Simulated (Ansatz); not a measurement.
# SiH4O (built from SMILES O.[SiH2]): search for a transition state

Wanted: the transition state of a insertion of a carbenoid (form Si1–H2, Si1–O3 and break H2–O3). The guess is relaxed with those distances held, a saddle search follows, and vibrations and two downhill relaxations check it.

Program: Ansatz 0.2.0, Gaussian basis. Level of theory: PBE0-D4, def2-SVP first, then def2-TZVP. These are calculated values, not measurements.

114 further runs of the same task are left out: 114 set aside as unsound or not needed.

## 1. Where the work starts

The guess: 6 atoms, charge 0, spin multiplicity 1.

Atoms are counted from 1 here; the program's logs count them from 0.

Bond lengths: Si1–H2 1.688 Å, Si1–H4 1.474 Å, Si1–H5 1.465 Å, H2–O3 1.157 Å, O3–H6 0.958 Å. Angles: H2–Si1–H4 113.2°, H2–Si1–H5 117.5°, H4–Si1–H5 102.0°, Si1–H2–O3 98.0°, H2–O3–H6 110.7°.

As a file:

```xyz
6
charge 0, multiplicity 1
Si   -0.62630    0.51510   -0.59330
H     1.01420    0.12000   -0.55590
O     1.06740   -0.24720    0.54050
H    -1.50750   -0.64730   -0.37910
H    -1.11840    1.45830    0.41330
H     1.17060   -1.19890    0.57450
```

Distances that are to change: Si1–H2 1.69 Å, Si1–O3 2.18 Å, H2–O3 1.16 Å.

## 2. Relaxing the guess with the reacting distances held

hold/in.yaml

```yaml
crystal:
  periodic: [false, false, false]
  atoms:
    - {symbol: Si, position_ang: [-0.626300, 0.515100, -0.593300]}
    - {symbol: H, position_ang: [1.014200, 0.120000, -0.555900]}
    - {symbol: O, position_ang: [1.067400, -0.247200, 0.540500]}
    - {symbol: H, position_ang: [-1.507500, -0.647300, -0.379100]}
    - {symbol: H, position_ang: [-1.118400, 1.458300, 0.413300]}
    - {symbol: H, position_ang: [1.170600, -1.198900, 0.574500]}
basis:
  gaussian: {orbitals: def2-SVP}
hamiltonian: {xc: pbe0, dispersion: d4}
relax: {f_tol: 0.04, max_steps: 150, escape_saddle: false, constraints: [{distance: [0, 1]}, {distance: [0, 2]}, {distance: [1, 2]}]}
```

Run with:

```sh
$ ansatz run in.yaml --threads 2 --pin off --events-out ev --progress --plain --max-ram 4352MiB
```

Further steps of the session: A starting Hessian; Saddle search in the small basis; Saddle search in triple zeta; Vibrations at the point found; Relaxing after a step of 0.30 Å one way along the mode; Relaxing after a step of 0.30 Å the other way along the mode.

Before running it: what results should come out? Wanted: imaginary mode; barrier from the start side; barrier from the end side; energy of the step; pairs that change; zero-point energy at the saddle.

**Answer**, as computed:

| quantity | value |
| --- | --- |
| imaginary mode | 1523i cm⁻¹ |
| barrier from the start side | 0.889 eV |
| barrier from the end side | 3.409 eV |
| energy of the step | -2.520 eV |
| pairs that change | Si1–H2 formed, Si1–O3 tightened, H2–O3 broken |
| zero-point energy at the saddle | 0.943 eV |

**Reading.** One imaginary mode, 1523i cm⁻¹, makes this a first-order saddle. Going downhill both ways gives the intended start and end. At PBE0-D4/def2-TZVP the electronic barrier is 0.889 eV, about 35 kT at 298 K, and the step runs 2.520 eV downhill. The barrier is thin enough for tunnelling; the leading (Wigner) term alone is a factor of 3.2 at 298 K. A step off the saddle overshot and began above it in energy, so the link to its end is likely but not proven. The ends are the nearest minima, not always the lowest complexes.
